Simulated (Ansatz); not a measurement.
Basis-set extrapolation for `OCNCO` (PBE0-D4/def2-TZVP geometry, frozen core, Ansatz). Multiplicity 1, RHF reference.

|  | def2-TZVPP | def2-QZVPP |
| --- | --- | --- |
| HF | -284.091808 | -284.105302 |
| MP2 correlation | -1.041203 | -1.118030 |
| CCSD(T) correlation | -1.111083 | not run |

Energies in hartree. Use E(X) = E(∞) + A·exp(−7.88·√X) for Hartree–Fock and E(X) = E(∞) + B·X^(−2.97) for correlation, with X = 3 and 4, and add CCSD(T) minus MP2 of the smaller set to the MP2 limit.

Problem. What is the CCSD(T) energy at the basis-set limit?

Solution. HF limit: -284.105302 + (-0.013494) × 0.13774 = -284.10716. MP2 limit: -1.118030 + (-0.076827) × 0.74074 = -1.17494. Higher-order term: -1.111083 − (-1.041203) = -0.06988. Total: -285.35198 hartree, 391.4 kJ/mol below CCSD(T)/def2-TZVPP.
